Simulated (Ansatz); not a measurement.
Ideal-gas functions of ClF3 at 600 K and 1 bar, from an Ansatz frequency run at PBE0-D4/def2-TZVP.

Molar mass 92.45 g/mol, point group C2v (symmetry number 2), electronic degeneracy 1, moments of inertia 36.656, 108.746, 145.403 u Å². Harmonic wavenumbers (cm⁻¹, unscaled): 336, 337, 444, 553, 723, 794.

Use S(trans) = R[1.5 ln M + 2.5 ln T − 1.1517]; rotational temperatures θ = 24.2544 K / I; S(rot) = R[ln(√π/σ · √(T³/θAθBθC)) + 1.5]; for each mode x = 1.438777 ν̃/T, S = R[x/(eˣ − 1) − ln(1 − e⁻ˣ)] and H = RT x/(eˣ − 1); 1 cm⁻¹ = 0.0119627 kJ/mol; R = 8.31446 J/(mol·K).

Problem. By hand: the entropy, in J/(mol·K).

Solution. Translation 179.8. Rotation: θ = 0.6617, 0.223, 0.1668 K, giving 106.6. Vibration, mode by mode: 10.33, 10.31, 8.18, 6.55, 4.71, 4.11, in all 44.2. Electronic 0.0. Sum 330.6 J/(mol·K).

Problem. By hand: H − E and G − E in kJ/mol, counted from the electronic energy.

Solution. Zero-point energy ½ × 3187 × 0.0119627 = 19.1; thermal vibration 15.2; translation, rotation and pV give 4 RT = 20.0. H − E = 54.3 kJ/mol, and G − E = 54.3 − 600 × 330.6/1000 = -144.1 kJ/mol.

Vibration gives 13 % of the entropy.
